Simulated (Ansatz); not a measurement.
# [AlH$_{2}$···H···H], doublet: the ladder up to full CI

All five atoms lie in one plane.

Geometry: a point of a hydrogen-transfer path between rigid fragments, not a stationary point.

```yaml
atoms:
  - { symbol: Al, position_ang: [-0.0929, 0.0000, 0.0000] }
  - { symbol: H, position_ang: [-0.8858, 1.3734, 0.0000] }
  - { symbol: H, position_ang: [-0.8858, -1.3734, 0.0000] }
  - { symbol: H, position_ang: [1.7121, 0.0000, 0.0000] }
  - { symbol: H, position_ang: [2.5451, 0.0000, 0.0000] }
```

Basis 6-31G; Ansatz 0.2.0. Only valence electrons are correlated (noble-gas cores frozen), which leaves 7 electrons in 16 orbitals. R marks a restricted (for open shells ROHF) determinant, U an unrestricted one. Active spaces: valence = (7e, 8o) chosen from the atoms' valence shells; pair = (3e, 3o) about the gap.

Full CI is exact within this basis and frozen core; it isn't the basis-set limit. The frozen core follows each run's orbitals, which can shift R against U totals by a few meV.

For open shells CISD and CISDTQ are restricted-active-space CI with the open shells as a complete middle space.

```
UHF ⟨S²⟩                          : 0.769
T1 diagnostic (RCCSD)             : 0.0205
largest doubles amplitude (RCCSD) : 0.045
T1 diagnostic (UCCSD)             : 0.0153
```

```
   level  E − E(RHF) (eV)
     UHF          -0.1270
    RMP2          -1.4097
    UMP2          -1.4195
   RCCSD          -2.0082
   UCCSD          -2.0083
RCCSD(T)          -2.0302
UCCSD(T)          -2.0297
```

(1) Estimate how far full CI in 6-31G lies from RCCSD(T). The table doesn't fix it; the size of (T) and the diagnostics are the guide.

(1) Full CI in 6-31G lies 12 meV below RCCSD(T), which is 54 % of the (T) step (-22 meV). The diagnostics give no warning, yet the rest is a sizeable part of (T).

The other levels:

```csv
level,E − E(full CI) (meV),share of correlation (%),wall time
CISD,98,95.21,0.42 s
BCCD(T),12,99.41,0.6 s
RCCSDT,1,99.95,–
UCCSDT,1,99.95,–
CISDTQ,2,99.92,1.3 s
RCCSDT(Q),0,99.99,2.5 s
UCCSDT(Q),0,99.99,2.2 s
RCCSDTQ,0,100.00,12 s
UCCSDTQ,0,100.01,12 s
CASSCF (pair space),1466,28.20,–
NEVPT2 (pair space),481,76.45,0.36 s
CASSCF (valence space),510,75.04,–
NEVPT2 (valence space),163,92.02,2.4 s
MRCISD (valence space),17,99.18,–
MRCISD+Q (valence space),10,99.49,3.1 s
```

The correlation energy at full CI, counted from RHF, is -2.042 eV. That run took 2.5 s on 1 thread of Arm Neoverse V1, shared host over 272,520 determinants.

Times hold each run's SCF and search for its determinant on a shared host, so for small cases they say little of a method's own cost; they ran on 1 thread of Arm Neoverse V1.

The full-CI state has the irrep A1 of C2v, in the program's axes.

Natural occupations of full CI about the gap: 1.970 1.964 1.961 0.994 0.034 0.022 0.022 0.013 0.005 0.005; effectively unpaired electrons, Σ n²(2−n)², 1.02.
